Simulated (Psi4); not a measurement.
# CH3BN− ([B(CN)H3]-) at 5 levels

We compute a comparison of 5 runs (HF/3-21G, PBE/6-31G, B3LYP/6-31G*, BLYP/6-311G**, OMP2/cc-pVDZ) of CH3BN− ([B(CN)H3]-). 

The results are computed with Psi4 1.11.

8 further runs of the same task are left out: 4 that didn't finish, 4 set aside as unsound or not needed.

## Step 1: Starting point

CH3BN− has 6 atoms, charge -1, and is taken as a singlet. As SMILES, `[H][B-]([H])([H])C#N`. Geometry: relaxed at GFN2-xTB.

Bond lengths: B1–C2 1.555 Å, C2–N3 1.159 Å, B1–H4 1.224 Å, B1–H5 1.225 Å, B1–H6 1.224 Å. Angles: B1–C2–N3 179.5°, C2–B1–H4 108.6°, C2–B1–H5 108.7°, C2–B1–H6 108.8°, H4–B1–H5 110.2°, H4–B1–H6 110.3°, H5–B1–H6 110.2°.

## Step 2: A single-point energy at HF/3-21G (run 1)

ch3bn.in reads:

```
memory 1600 mb

molecule m {
  -1 1
  B     -0.008840    -0.000890    -0.515200
  C      0.012590     0.003010     1.039770
  N      0.037140     0.002160     2.198270
  H      1.146410     0.004020    -0.920920
  H     -0.598610     1.000520    -0.903260
  H     -0.588700    -1.008830    -0.898660
  symmetry c1
}

set reference rhf
set puream true
set e_convergence 1e-09
set d_convergence 1e-08
set scf_type pk

energy_value, wavefunction = energy("hf/3-21G", return_wfn=True)
oeprop(wavefunction, "MAYER_INDICES", "QUADRUPOLE", "DIPOLE")
print_variables()
```

The run is started by

```console
$ psi4 -n 1 ch3bn.in ch3bn.out
```

ch3bn.out:

```text
[...]
  Running in c1 symmetry.
[...]
  Nuclear repulsion =   51.037990694727995
[...]
  Multiplicity = 1
[...]
  Nalpha       = 11
  Nbeta        = 11
[...]
    Number of basis functions: 33
[...]
   @RHF iter   1:  -118.03256435621881   -1.16743e+00   9.59389e-03 ADIIS/DIIS
[...]
   @RHF iter  11:  -118.09728210425178   -2.84217e-13   3.64963e-09 DIIS
[...]
  @RHF Final Energy:  -118.09728210425178
   => Energetics <=
    Nuclear Repulsion Energy =             51.0379906947279949
    One-Electron Energy =                -264.8954886115697605
    Two-Electron Energy =                  95.7602158125899905
    Total Energy =                       -118.0972821042517751
[...]
 Multipole Moments:
 ------------------------------------------------------------------------------------
     Multipole            Electronic (a.u.)      Nuclear  (a.u.)        Total (a.u.)
 ------------------------------------------------------------------------------------
 L = 1.  Multiply by 2.5417464519 to convert [e a0] to [Debye]
 Dipole X            :          0.0628245           -0.0547091            0.0081154
 Dipole Y            :          0.0072242           -0.0056011            0.0016231
 Dipole Z            :          4.4108493           -3.6828061            0.7280432
 Magnitude           :                                                    0.7280902
 L = 2.  Multiply by 1.3450342976 to convert [e a0^2] to [Debye ang]
 Quadrupole XX       :        -24.5151952            7.2392935          -17.2759017
 Quadrupole XY       :          0.0006496            0.0004515            0.0011011
[...]
```

It took 2.8 s on 1 thread of Intel Xeon Platinum 8259CL at 2.50GHz (Skylake/Cascade Lake), shared host; peak memory 0.18 GiB.

## Step 3: Energy and forces at PBE/6-31G (run 2)

job.json reads:

```json
{
  "schema_name": "qcschema_input",
  "schema_version": 1,
  "molecule": {
    "schema_name": "qcschema_molecule",
    "schema_version": 2,
    "symbols": ["B", "C", "N", "H", "H", "H"],
    "geometry": [-0.01670518, -0.00168186, -0.9735869, 0.02379165, 0.00568808, 1.96488053, 0.07018443, 0.00408181, 4.15412825, 2.16640093, 0.0075967, -1.74028658, -1.13120896, 1.89070878, -1.70691402, -1.11248177, -1.90641241, -1.69822128],
    "molecular_charge": -1,
    "molecular_multiplicity": 1,
    "fix_symmetry": "c1"
  },
  "driver": "gradient",
  "model": {
    "method": "pbe",
    "basis": "6-31G"
  },
  "keywords": {
    "reference": "rks",
    "puream": true,
    "e_convergence": 1e-09,
    "d_convergence": 1e-08,
    "scf_type": "pk",
    "dft_radial_points": 99,
    "dft_spherical_points": 590
  }
}
```

The run is started by

```console
$ psi4 --qcschema job.json -n 1 --memory 1600MB
```

stdout:

```text
[...]
  Running in c1 symmetry.
[...]
  Nuclear repulsion =   51.037990673105703
[...]
  Multiplicity = 1
[...]
  Nalpha       = 11
  Nbeta        = 11
[...]
    Number of basis functions: 33
[...]
   @RKS iter   1:  -119.07207358792270   -3.92346e-01   1.96819e-02 DIIS/ADIIS
[...]
   @RKS iter  10:  -119.34671682168423   -7.33280e-12   7.60816e-09 DIIS
[...]
    Orbital Energies [Eh]
    ---------------------
    Doubly Occupied:
       1A    -13.764312     2A     -9.685780     3A     -6.228593
       4A     -0.610485     5A     -0.283124     6A     -0.125378
       7A     -0.100270     8A     -0.100197     9A     -0.064793
      10A     -0.032654    11A     -0.032591
[...]
  @RKS Final Energy:  -119.34671682168423
   => Energetics <=
    Nuclear Repulsion Energy =             51.0379906731057034
    One-Electron Energy =                -266.1585138653360332
    Two-Electron Energy =                 113.3130848143646716
    DFT Exchange-Correlation Energy =     -17.5392784438185565
    Empirical Dispersion Energy =           0.0000000000000000
    VV10 Nonlocal Energy =                  0.0000000000000000
    Total Energy =                       -119.3467168216842254
[...]
  -Total Gradient:
     Atom            X                  Y                   Z
    ------   -----------------  -----------------  -----------------
       1        0.000327206947    -0.000398956853     0.000667694255
       2        0.001143217964     0.000210643157     0.070931433316
       3       -0.001455589852    -0.000084354413    -0.082398948655
       4       -0.003906236876    -0.000010668311     0.003733412863
       5        0.001889706980    -0.003158648417     0.003527938891
       6        0.002001884154     0.003441894673     0.003539337265
[...]
```

The result, in JSON:

```text
{
 "driver": "gradient",
 "model": {
  "method": "pbe",
  "basis": "6-31G"
 },
 "success": true,
 "return_result": [0.00032720694717623916, -0.00039895685289944444, 0.0006676942547207132, 0.00114321796437614, 0.00021064315652099077, 0.070931433315505, -0.0014555898522005777, -8.43544126052679e-05, -0.08239894865542685, -0.00390623687646241, -1.0668310522912424e-05, 0.003733412862714655, 0.0018897069795334315, -0.003158648417451837, 0.0035279388906414577, 0.0020018841538149146, 0.0034418946725007504, 0.0035393372646386617],
 "properties": {
  "calcinfo_nbasis": 33,
  "calcinfo_nmo": 33,
  "calcinfo_nalpha": 11,
  "calcinfo_nbeta": 11,
  "calcinfo_natom": 6,
  "nuclear_repulsion_energy": 51.0379906731057,
  "return_energy": -119.34671682168423,
  "return_gradient": [0.00032720694717623916, -0.00039895685289944444, 0.0006676942547207132, 0.00114321796437614, 0.00021064315652099077, 0.070931433315505, -0.0014555898522005777, -8.43544126052679e-05, -0.08239894865542685, -0.00390623687646241, -1.0668310522912424e-05, 0.003733412862714655, 0.0018897069795334315, -0.003158648417451837, 0.0035279388906414577, 0.0020018841538149146, 0.0034418946725007504, 0.0035393372646386617],
  "scf_one_electron_energy": -266.15851386533603,
  "scf_two_electron_energy": 113.31308481436467,
  "scf_xc_energy": -17.539278443818556,
  "scf_dipole_moment": [0.0066614611258912215, 0.0014015045380110502, 0.5878717414916417],
  "scf_total_energy": -119.34671682168423,
  "scf_total_gradient": [0.00032720694717623916, -0.00039895685289944444, 0.0006676942547207132, 0.00114321796437614, 0.00021064315652099077, 0.070931433315505, -0.0014555898522005777, -8.43544126052679e-05, -0.08239894865542685, -0.00390623687646241, -1.0668310522912424e-05, 0.003733412862714655, 0.0018897069795334315, -0.003158648417451837, 0.0035279388906414577, 0.0020018841538149146, 0.0034418946725007504, 0.0035393372646386617],
  "scf_iterations": 10
 }
}
```

Wall time 11 s (1 thread of Intel Xeon Platinum 8259CL at 2.50GHz (Skylake/Cascade Lake), shared host); peak memory 0.52 GiB.

Runs 3 to 4 aren't shown in full; the table further down has their settings and results.

## Step 4: The energy at OMP2/cc-pVDZ (density fitting, density fitting for correlation) (run 5)

job.inp reads:

```
memory 1600 MB

molecule {
  -1 1
  B     -0.008840    -0.000890    -0.515200
  C      0.012590     0.003010     1.039770
  N      0.037140     0.002160     2.198270
  H      1.146410     0.004020    -0.920920
  H     -0.598610     1.000520    -0.903260
  H     -0.588700    -1.008830    -0.898660
  units angstrom
}

set reference rhf
set scf_type df
set freeze_core true
set mp2_type df

energy('omp2/cc-pVDZ')
```

The run is started by

```console
$ psi4 -i job.inp -o job.out -n 1
```

job.out:

```text
[...]
  Running in c1 symmetry.
[...]
  Nuclear repulsion =   51.037990694727995
[...]
  Multiplicity = 1
[...]
  Nalpha       = 11
  Nbeta        = 11
[...]
    Number of basis functions: 57
[...]
   @DF-RHF iter   1:  -118.69135875609928   -1.15702e+00   6.04843e-03 ADIIS/DIIS
[...]
   @DF-RHF iter  11:  -118.77811635860893   -7.81597e-13   3.00775e-09 DIIS
[...]
  @DF-RHF Final Energy:  -118.77811635860893
   => Energetics <=
    Nuclear Repulsion Energy =             51.0379906947279949
    One-Electron Energy =                -265.7396373360838879
    Two-Electron Energy =                  95.9235302827469667
    Total Energy =                       -118.7781163586089264
[...]
 Multipole Moments:
 ------------------------------------------------------------------------------------
     Multipole            Electronic (a.u.)      Nuclear  (a.u.)        Total (a.u.)
 ------------------------------------------------------------------------------------
 L = 1.  Multiply by 2.5417464519 to convert [e a0] to [Debye]
 Dipole X            :          0.0618008           -0.0547091            0.0070917
 Dipole Y            :          0.0070978           -0.0056011            0.0014967
 Dipole Z            :          4.3445877           -3.6828061            0.6617816
 Magnitude           :                                                    0.6618212
[...]
	Warning: cc_lambda option is changed to TRUE
	For this residual convergence, default PCG convergence is:     1.00e-07
[...]
	DF-MP2 Total Energy (a.u.)         :  -119.17119690352459
[...]
	DF-MP2 Total Energy (a.u.)         :  -119.17741806319489
[...]
	DF-OMP2 Total Energy (a.u.)        :  -119.17741806332612
[...]
```

Run time: 6.3 s. Hardware: 1 thread of Intel Xeon Platinum 8259CL at 2.50GHz (Skylake/Cascade Lake), shared host; peak memory 0.23 GiB.

## Step 5: All runs side by side

```csv
run,level,task,integration grid,energy (Eh),HOMO energy (eV),LUMO energy (eV),HOMO–LUMO gap (eV),wall time
1,HF/3-21G,energy,–,-118.097282,-5.34,11.76,17.10,2.8 s
2,PBE/6-31G,gradient,99 radial × 590 angular,-119.346717,-0.89,6.38,7.26,11 s
3,B3LYP/6-31G* (spherical functions),energy,99 radial × 590 angular,-119.551476,-1.93,7.27,9.20,9.9 s
4,BLYP/6-311G**,energy,99 radial × 590 angular,-119.542189,-1.14,6.02,7.17,11 s
5,"OMP2/cc-pVDZ (density fitting, density fitting for correlation)",energy,–,-119.177418,-5.59,11.05,16.65,6.3 s
```

## Step 6: Summary of results

| quantity | value |
| --- | --- |
| run 5: total energy | -119.17742 Eh |
| run 5: HOMO energy (Hartree–Fock orbitals) | -5.59 eV |
| run 5: LUMO energy (Hartree–Fock orbitals) | 11.05 eV |
| run 5: HOMO–LUMO gap (to an unbound level, set by the basis) | 16.65 eV |
| run 5: correlation energy (3 core orbitals frozen) | -399.3 mEh |

What this shows: Over runs 1, 2, 3, 4 the HOMO–LUMO gap runs from 7.17 eV (BLYP/6-311G**) to 17.10 eV (HF/3-21G). The two ends differ in method and basis. The empty levels of an anion lie above zero and hang on the basis. Totals of different functionals can't be ranked against each other. All runs together took 42 s, the longest 11 s.
